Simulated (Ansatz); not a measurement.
Input file:

```yaml
crystal:
  periodic: [false, false, false]
  atoms:
    - {symbol: Ge, position_ang: [0.000000, 0.000000, 0.000000]}
    - {symbol: B, position_ang: [0.000000, 0.000000, 1.987464]}
basis:
  gaussian: {orbitals: STO-3G}
total_charge: 1
magnetization: {spin_polarized: false, initial_magnetization: 2}
correlation: {active_space: {ras: {orbitals: [2, 2, 4], electrons: 6, max_holes: 2, max_particles: 2}, fixed_orbitals: true}}
scf: {lower_state_search: light}
```

```sh
$ ansatz run in.yaml --threads 1 --pin off --events-out ev --progress --plain --max-ram 2393MiB
```

Task: Roughly how long does this take on 1 thread of AMD EPYC 7R43, shared host, and how much host memory?

Result: 1.5 s wall and 0.18 GiB.

```
234 factors; integrals over basis functions are off by at most 3.8e-5 eV
mean field evaluation 1: about -56481.8256 eV, gradient 3.9e0 eV
mean field evaluation 2: about -56481.8322 eV, gradient 3.9e0 eV
mean field evaluation 4: about -56482.0009 eV, gradient 1.2e0 eV
mean field evaluation 8: about -56482.1057 eV, gradient 6.2e-2 eV
mean field evaluation 16: about -56482.3328 eV, gradient 1.3e0 eV
mean field evaluation 32: about -56482.1540 eV, gradient 2.2e-4 eV
mean field evaluation 64: about -56482.1549 eV, gradient 2.0e-4 eV
mean field evaluation 96: about -56482.1595 eV, gradient 6.4e-1 eV
mean field evaluation 128: about -56482.1548 eV, gradient 3.3e-2 eV
mean field -56483.47848825 eV, -2075.7295485662 hartree, gradient 1.6e-6 eV, S^2 2.000000; 15 other end points of the search recorded, 0 dependent functions left out
reference -56483.47848825 eV, -2075.7295485662 hartree; 19, 17 occupied and 4, 6 virtual orbitals, 234 factors
state -56485.23709420 eV, -2075.7941761431 hartree
Total energy: -56485.23709420 eV, -2075.7941761431 hartree
```

Natural occupations: 1.9674 1.9014 1.0051 0.9768 0.0599 0.0428 0.0245 0.0222.
